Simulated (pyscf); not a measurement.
Single points on ωB97X-D3(BJ)/def2-SVP structures (PySCF, gas phase).

**Question.** For `[CH3][ZnH]` + `[OH2]` -> `[CH3][Zn][OH]` + `[H][H]`, a four-centre exchange (singlet surface; H–Zn, H–O broken, O–Zn, H–H formed), PBE/def2-TZVP gives ΔE‡ = 0.60 eV and ΔE = -0.34 eV (zero: the separated reactants). In which direction and how far do r²SCAN/def2-TZVP, B3LYP-D3(BJ)/def2-TZVP, ωB97M-D3(BJ)/def2-TZVP move these?

**Answer.** r²SCAN: ΔE‡ = 0.57 eV, ΔE = -0.39 eV; B3LYP-D3(BJ): ΔE‡ = 0.71 eV, ΔE = -0.35 eV; ωB97M-D3(BJ): ΔE‡ = 0.77 eV, ΔE = -0.27 eV. PBE's barrier lies among them. Its reaction energy lies among theirs. On the reactant side the descent ends in a complex (not fully relaxed), 0.34 eV under the separated species and 1.05 eV under the saddle at ωB97X-D3(BJ)/def2-TZVP. At the saddle there is also a short H–Zn contact that neither side keeps. This is the saddle that the search found; another between the same sides may lie lower. Elements up to Kr have no core potential and no relativistic terms here.
